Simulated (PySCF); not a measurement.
Point-charge models of `F[C@@H](C=C=O)Cl` against its computed dipole.

Coordinates (GFN2-xTB, Å) and charges (e) from the PBE0/pcSseg-1 density (PySCF):

```
atom       x       y       z  Mulliken      IAO  Hirshfeld  ESP-fitted
  O1   2.512   0.770  -0.350   -0.2356  -0.2496    -0.1197     -0.2949
  C2   1.538   0.235  -0.041   +0.4392  +0.4805    +0.2194     +0.6591
  C3   0.462  -0.423   0.281   -0.3686  -0.4167    -0.1414     -0.7346
  C4  -0.901  -0.065  -0.191   +0.2253  +0.2094    +0.1037     +0.2546
  F5  -0.882   0.488  -1.428   -0.2772  -0.2862    -0.0943     -0.1555
 Cl6  -1.684   1.144   0.917   -0.1320  -0.1237    -0.1003     -0.1613
  H7   0.534  -1.210   1.011   +0.1859  +0.2103    +0.0730     +0.2901
  H8  -1.570  -0.931  -0.223   +0.1630  +0.1760    +0.0595     +0.1424
```

Question: What dipole does each set of charges give (1 e·Å = 4.803 D), and what does the density give?

Answer: The full density gives (0.22, -2.40, 0.82) D, 2.55 D in size; dipole vectors point from the negative to the positive end.

| scheme | μx | μy | μz | size (D) | share of the full size (%) | angle to the full dipole (°) |
| --- | --- | --- | --- | --- | --- | --- |
| Mulliken | 0.10 | -2.88 | 1.65 | 3.32 | 131 | 12 |
| IAO | 0.13 | -2.96 | 1.82 | 3.48 | 137 | 13 |
| Hirshfeld | 0.36 | -1.40 | 0.37 | 1.49 | 59 | 10 |
| ESP-fitted | 0.21 | -2.51 | 0.75 | 2.63 | 103 | 2 |

Question: Which set comes closest?

Answer: Length of the difference vector: ESP-fitted 0.13 D, Mulliken 0.97 D, Hirshfeld 1.10 D, IAO 1.15 D. Closest: ESP-fitted. 

Question: What is left for the Hirshfeld atoms' own dipoles?

Answer: The Hirshfeld atoms' densities add up to the full density, so μ = Σ q r + Σ (atomic dipoles). The atomic dipoles sum to (0.22, -2.40, 0.82) − (0.36, -1.40, 0.37) = (-0.14, -1.00, 0.45) D, 1.10 D in size.

Question: With the origin at the mean of the coordinates, (0.001, 0.001, -0.003) Å, which are the largest single terms, by size, of the IAO dipole along the direction of the full one?

Answer: H7 +1.53, F5 +1.37, C3 -1.06, O1 +0.74, H8 +0.57 D; all 8 atoms together +3.39 D. The single terms depend on the origin, their sum doesn't.

Question: Give the size of the full dipole in other units.

Answer: 2.55 D = 1.001 au = 0.530 e·Å = 8.49 × 10⁻³⁰ C·m.

Isolated species at its GFN2-xTB geometry (one conformer only).

The values belong to the conformer `[O:1]=[C:2]=[CH:3][C@H:4]([F:5])[Cl:6]`: C2–C3–C4–F5 32°.
